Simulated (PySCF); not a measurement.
A structure optimised at PBE0-D3(BJ)/def2-TZVPD, used in a PySCF frequency run:

```
N
N 1 1.0894
```
Charge 0, spin multiplicity 1.

**Question.** Write its SMILES, formula and point group.

**Answer.** N#N, N2, D∞h

**Question.** What are its rotational constants (standard atomic weights)?

**Answer.** 60.803 GHz (linear rotor, B only)
